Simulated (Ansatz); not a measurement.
Basis-set extrapolation for C$_{3}$H$_{4}$OS (`C=CC(O)=S`) (PBE0-D4/def2-TZVP geometry, frozen core, Ansatz 0.2.0). Multiplicity 1, RHF reference.

|  | def2-TZVPP | def2-QZVPP |
| --- | --- | --- |
| HF | -588.387863 | -588.407417 |
| MP2 correlation | -0.883171 | -0.948490 |
| CCSD(T) correlation | -0.958980 | not run |

Energies in hartree. Use E(X) = E(∞) + A·exp(−7.88·√X) for Hartree–Fock and E(X) = E(∞) + B·X^(−2.97) for correlation, with X = 3 and 4, and add CCSD(T) minus MP2 of the smaller set to the MP2 limit.

What is the CCSD(T) energy at the basis-set limit?

HF limit: -588.407417 + (-0.019554) × 0.13774 = -588.41011. MP2 limit: -0.948490 + (-0.065319) × 0.74074 = -0.99687. Higher-order term: -0.958980 − (-0.883171) = -0.07581. Total: -589.48279 hartree, 85.3 kcal/mol below CCSD(T)/def2-TZVPP.
